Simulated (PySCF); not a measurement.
# Oxygen: a sound run and one with changed settings

Sound run: O [He] 2s2 2p4, O⁺ [He] 2s2 2p3. Computed with PySCF 2.14 in cc-pVDZ, with the non-relativistic Hamiltonian (point nucleus). The sound run starts from symmetry-adapted Hartree-Fock orbitals and uses a fine grid where one is needed.

Changed run: 6 angular points. This setting is unsound on purpose.

| species | method | sound run (hartree) | changed run (hartree) | converged |
| --- | --- | --- | --- | --- |
| O | UHF | -74.79217 | -74.79217 | yes |
| O | M06-2X | -75.04197 | -75.03313 | yes |
| O | PBE0 | -74.99304 | -75.01900 | yes |
| O⁺ | UHF | -74.35247 | -74.35247 | yes |
| O⁺ | M06-2X | -74.54514 | -74.54514 | yes |
| O⁺ | PBE0 | -74.49078 | -74.49078 | yes |

Ionisation energy of O:

```json
{"method": "UHF", "sound run (eV)": "11.965", "changed run (eV)": "11.965"}
{"method": "M06-2X", "sound run (eV)": "13.519", "changed run (eV)": "13.279"}
{"method": "PBE0", "sound run (eV)": "13.667", "changed run (eV)": "14.374"}
```

A coarse angular grid integrates products of high-l functions wrongly, so density functionals can shift, and the SCF can exploit the error; Hartree-Fock and MP2 need no grid.

For comparison, NIST gives 13.618 eV between the lowest levels.
